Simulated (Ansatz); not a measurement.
# [SiH$_{3}$···H···Si], triplet along the distance Si1-H5

Starting geometry:

```json
{"atom": "Si", "x (Å)": "-1.7602", "y (Å)": "0.0000", "z (Å)": "0.0000"}
{"atom": "H", "x (Å)": "-2.2550", "y (Å)": "1.3997", "z (Å)": "0.0000"}
{"atom": "H", "x (Å)": "-2.2550", "y (Å)": "-0.6999", "z (Å)": "1.2122"}
{"atom": "H", "x (Å)": "-2.2550", "y (Å)": "-0.6999", "z (Å)": "-1.2122"}
{"atom": "H", "x (Å)": "-0.2755", "y (Å)": "0.0000", "z (Å)": "0.0000"}
{"atom": "Si", "x (Å)": "2.0128", "y (Å)": "0.0000", "z (Å)": "0.0000"}
```

From there H5 is moved from one fragment to the other while all else, the fragments' distance too, stays fixed; atoms are numbered as listed. Energies are in kJ/mol, counted from the starting geometry at the same level.

Basis cc-pVDZ; Ansatz 0.2.0. Correlated methods freeze the noble-gas cores. Prefix R: restricted or restricted open-shell reference; prefix U: unrestricted.

Unrestricted rows (U) aren't spin-pure: their determinants' ⟨S²⟩ exceeds S(S+1) by up to 0.25, so they mix in states of higher spin. HF rows are the lowest solutions found. Coupled cluster chose its determinant by trial CCSD, here up to 0.07 eV above the lowest Hartree–Fock solution of its kind, and MP2 stands on that determinant too. For open shells CISD is restricted-active-space CI with the open shells as a complete middle space. A value is left out where its run failed or describes another state than the reference as far as symmetry and spin tell, or, spin-broken singlets apart, can't be checked.

Full CI isn't at hand for all of this; UCCSDT(Q) serves as the reference, and is uncertain by about the last step of the cluster series. The frozen core follows each run's orbitals, which can shift R against U totals by a few meV.

```csv
distance Si1-H5 (Å),UCCSDT(Q),error RHF,error UMP2,error CISD,error UCCSD,error RCCSD(T),error UCCSD(T)
1.381,14.0,-2.1,-0.3,-1.0,-0.6,-0.1,-0.1
1.485,0.0,0.0,0.0,0.0,0.0,0.0,0.0
1.606,7.1,3.9,0.7,1.7,0.9,0.2,0.2
1.727,28.7,9.5,1.9,3.9,2.1,0.5,0.5
1.848,57.6,17.0,3.4,7.0,3.6,0.8,0.8
1.969,89.6,26.7,5.3,11.2,5.7,1.4,1.4
2.091,123.2,35.6,15.8,–,9.4,2.3,2.9
2.212,128.0,20.6,7.0,7.8,2.8,0.7,0.7
2.333,139.9,12.0,5.6,5.0,1.7,0.4,0.5
```

Errors are those of relative energies. In total energy the starting point itself misses UCCSDT(Q) by: RHF 586.6, UMP2 142.7, CISD 64.6, UCCSD 13.7, RCCSD(T) 3.2, UCCSD(T) 3.1 kJ/mol.

Spread of the error over the points with a reference, to 2.333 Å (largest less smallest): RCCSD(T) 2.5, UCCSD(T) 3.0, UCCSD 10.0, CISD 12.2 (8 of 9 points), UMP2 16.2, RHF 37.7 kJ/mol.
